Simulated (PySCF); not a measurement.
Molecule: SMILES CC#CCS, C4H6S.

Geometry:
```json
{"atom": "C1", "x (Å)": "-2.188", "y (Å)": "0.572", "z (Å)": "0.116"}
{"atom": "C2", "x (Å)": "-0.878", "y (Å)": "-0.047", "z (Å)": "-0.004"}
{"atom": "C3", "x (Å)": "0.214", "y (Å)": "-0.561", "z (Å)": "-0.119"}
{"atom": "C4", "x (Å)": "1.532", "y (Å)": "-1.161", "z (Å)": "-0.223"}
{"atom": "S5", "x (Å)": "2.849", "y (Å)": "-0.005", "z (Å)": "-0.756"}
{"atom": "H6", "x (Å)": "-2.709", "y (Å)": "0.591", "z (Å)": "-0.853"}
{"atom": "H7", "x (Å)": "-2.103", "y (Å)": "1.610", "z (Å)": "0.473"}
{"atom": "H8", "x (Å)": "-2.824", "y (Å)": "0.024", "z (Å)": "0.829"}
{"atom": "H9", "x (Å)": "1.539", "y (Å)": "-1.953", "z (Å)": "-0.990"}
{"atom": "H10", "x (Å)": "1.823", "y (Å)": "-1.637", "z (Å)": "0.726"}
{"atom": "H11", "x (Å)": "2.676", "y (Å)": "0.875", "z (Å)": "0.252"}
```

Geometry PBE0-D3(BJ)/def2-SVP throughout; GIAO in PySCF 2.14, gas phase, one conformer, non-relativistic; equivalent atoms averaged; functional PBE0.

(1) How do the shifts δ (against TMS, CS2 at the same level) depend on the basis set? (ppm; last column core-seconds on 1 thread of an Arm Neoverse V2, shared host)

(2) Which nucleus moves most, in ppm?

(3) Taking the largest basis, pcSseg-2 (271 functions), as the yardstick, rank the others by their worst heavy-atom deviation.

Results:

(1) 
```csv
basis set,functions,C2,C3,C4,C1,S5,H9/H10,H6/H7/H8,H11,core-s
STO-3G,35,67.9,64.6,24.7,14.5,-77.8,1.34,1.27,-0.22,2.2
6-31G,61,78.6,75.9,18.3,6.2,-60.2,3.13,1.83,1.12,4
pcSseg-0,61,89.4,85.3,17.7,6.2,-83.2,2.86,1.89,1.36,3.2
6-31G*,86,75.0,72.5,17.2,5.2,-25.5,2.92,1.62,1.69,5.4
def2-SVP,104,79.2,76.4,16.4,3.9,-44.7,2.81,1.63,1.26,5.9
cc-pVDZ,104,79.4,77.1,19.0,5.0,-54.2,2.93,1.71,1.44,5.9
pcSseg-1,122,85.1,82.4,18.4,4.7,-52.2,3.03,1.87,1.86,7.7
aug-cc-pVDZ,173,77.0,74.7,19.6,5.0,-42.5,3.25,1.92,1.77,12
"6-311+G(2d,p)",179,84.3,82.6,19.0,3.7,-30.5,3.23,1.82,1.86,16
def2-TZVP,197,84.1,82.5,19.1,4.4,-30.5,3.14,1.82,1.90,18
cc-pVTZ,238,83.6,81.5,18.7,4.0,-44.7,3.15,1.83,1.81,19
IGLO-III,244,85.7,84.5,18.8,4.1,-25.9,3.20,1.85,1.84,19
pcSseg-2,271,87.3,85.3,19.2,4.5,-34.5,3.15,1.86,1.97,24
```

(2) S5 (thiol sulfur): from -83.2 ppm with pcSseg-0 to -25.5 ppm with 6-31G*. The smallest spread is 0.65 ppm, at H6/H7/H8. Proton shifts span only some 12 ppm, so a few tenths of a ppm matter as much there as several ppm in carbon.

(3) 6-311+G(2d,p) 4.0 ppm (179 functions), def2-TZVP 4.1 ppm (197 functions), IGLO-III 8.7 ppm (244 functions), def2-SVP 10.2 ppm (104 functions), cc-pVTZ 10.2 ppm (238 functions), aug-cc-pVDZ 10.6 ppm (173 functions), 6-31G* 12.7 ppm (86 functions), pcSseg-1 17.7 ppm (122 functions), cc-pVDZ 19.7 ppm (104 functions), 6-31G 25.7 ppm (61 functions), STO-3G 43.2 ppm (35 functions), pcSseg-0 48.7 ppm (61 functions).

A small basis that lands close on one nucleus may do so by chance; judge by the trend and by all nuclei.
